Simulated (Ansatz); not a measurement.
**RPA@PBE/STO-3G run of BSiH2Cl (SMILES B[Si]Cl)**

What is the energy change on altering one bond length of BSiH2Cl at RPA@PBE/STO-3G? 

The results are computed with Ansatz 0.2.0.

72 further runs of the same task are left out: 4 that didn't finish, 68 set aside as unsound or not needed.

### Step 1. The molecule

BSiH2Cl: 5 atoms, total charge 0, spin state triplet. As SMILES, `B[Si]Cl`. The shape is that of a GFN2-xTB optimisation.

Bond lengths: B1–Si2 1.886 Å, Si2–Cl3 2.073 Å, B1–H4 1.174 Å, B1–H5 1.171 Å. Angles: B1–Si2–Cl3 123.8°, Si2–B1–H4 119.9°, Si2–B1–H5 120.3°, H4–B1–H5 119.8°.

### Step 2. The energy at RPA@PBE/STO-3G

The input, input.yaml:

```yaml
crystal:
  periodic: [false, false, false]
  atoms:
    - symbol: B
      position_ang: [-0.674100, 0.367960, -0.302510]
    - symbol: Si
      position_ang: [0.334580, -1.081930, 0.357550]
    - symbol: Cl
      position_ang: [2.311390, -0.930270, 0.961480]
    - symbol: H
      position_ang: [-0.184480, 1.431210, -0.387430]
    - symbol: H
      position_ang: [-1.787390, 0.213030, -0.629090]
basis:
  gaussian:
    orbitals: STO-3G
accuracy: high
hamiltonian:
  xc: pbe
correlation:
  method: rpa
  frozen_orbitals: {B: 1, Cl: 5, H: 0, Si: 5}
magnetization:
  spin_polarized: true
  initial_magnetization: 2
```

Run with:

```bash
$ ansatz run input.yaml --threads 1 --pin off --max-ram 2610MiB --events-out events.jsonl --progress --plain --runs-dir runs
```

Log:

```text
Warning: RAYON_NUM_THREADS=1 ignored (pool sized by the plan → 1); use --threads N
Functional definition: PBE
  name "PBE"
  parameter kappa = 0.804
  parameter beta = 0.06672455060314922
  exchange = pbe_x(kappa = kappa, mu = beta*pi^2/3)
  correlation = pbe_c(beta = beta)
452 factors; integrals over basis functions are off by at most 1.1e-8 eV
mean field evaluation 1: about -20857.1493 eV, gradient 1.6e1 eV
mean field evaluation 2: about -20857.1081 eV, gradient 1.6e1 eV
mean field evaluation 4: about -20859.6769 eV, gradient 3.8e0 eV
mean field evaluation 8: about -20859.8372 eV, gradient 7.8e-2 eV
mean field evaluation 16: about -20859.8373 eV, gradient 1.5e-6 eV
mean field -20859.83729554 eV, -766.5848813056 hartree, gradient 1.4e-8 eV, S^2 2.002352; 0 other end points of the search recorded, 0 dependent functions left out
11 core orbitals not correlated: weight in the atoms' cores, before any rotation towards them, 0.999 or more for the frozen orbitals, at most 0.000 for the correlated occupied ones
reference -20834.37392074 eV, -765.6491195415 hartree; 9, 7 occupied and 5, 7 virtual orbitals, 452 factors
Total energy: -20838.81638964 eV, -765.8123772623 hartree
```

Wall time 2.8 s (1 thread of Arm Neoverse V1, shared host); peak memory 0.14 GiB.

### Step 3. The distorted shape, same level

The input, in.yaml:

```yaml
crystal:
  periodic: [false, false, false]
  atoms:
    - symbol: B
      position_ang: [-0.926251, 0.730404, -0.467512]
    - symbol: Si
      position_ang: [0.334580, -1.081930, 0.357550]
    - symbol: Cl
      position_ang: [2.311390, -0.930270, 0.961480]
    - symbol: H
      position_ang: [-0.436631, 1.793654, -0.552432]
    - symbol: H
      position_ang: [-2.039541, 0.575474, -0.794092]
basis:
  gaussian: {orbitals: STO-3G}
correlation: {method: rpa, frozen_orbitals: {B: 1, Cl: 5, H: 0, Si: 5}}
magnetization: {spin_polarized: true, initial_magnetization: 2}
hamiltonian: {xc: {name: PBE}}
accuracy: high
```

Run with:

```bash
$ ansatz run in.yaml --threads 1 --pin off --max-ram 2610MiB --events-out events.jsonl --progress --plain --runs-dir runs
```

Log, cut to the lines that bear on the results:

```text
Warning: RAYON_NUM_THREADS=1 ignored (pool sized by the plan → 1); use --threads N
Functional definition: PBE
  name "PBE"
[...]
439 factors; integrals over basis functions are off by at most 1.3e-8 eV
[...]
mean field -20858.58038219 eV, -766.5386905920 hartree, gradient 3.5e-8 eV, S^2 2.005166; 1 other end points of the search recorded, 0 dependent functions left out
11 core orbitals not correlated: weight in the atoms' cores, before any rotation towards them, 0.999 or more for the frozen orbitals, at most 0.000 for the correlated occupied ones
reference -20832.58134393 eV, -765.5832435585 hartree; 9, 7 occupied and 5, 7 virtual orbitals, 439 factors
Total energy: -20837.69367917 eV, -765.7711184136 hartree
```

Run time: 3.3 s. Hardware: 1 thread of Arm Neoverse V1, shared host; peak memory 0.14 GiB.

### Step 4. Outcome

At RPA@PBE/STO-3G, 11 core orbitals frozen:

| quantity | value |
| --- | --- |
| first shape: total energy | -765.81238 Eh |
| first shape: RPA correlation energy (valence) | -163.3 mEh |
| first shape: ⟨S²⟩ of the reference determinant | 2.002 |
| distorted shape: total energy | -765.77112 Eh |
| distorted shape: RPA correlation energy (valence) | -187.9 mEh |
| distorted shape: ⟨S²⟩ of the reference determinant | 2.005 |
| energy change with the B1–Si2 bond stretched from 1.886 to 2.357 Å | 1.123 eV |

With the B1–Si2 bond stretched from 1.886 to 2.357 Å the energy rises by 1.12 eV (108 kJ/mol). The first shape isn't relaxed at this level, so the change isn't measured from a minimum. The minimal basis adds a large error of its own.
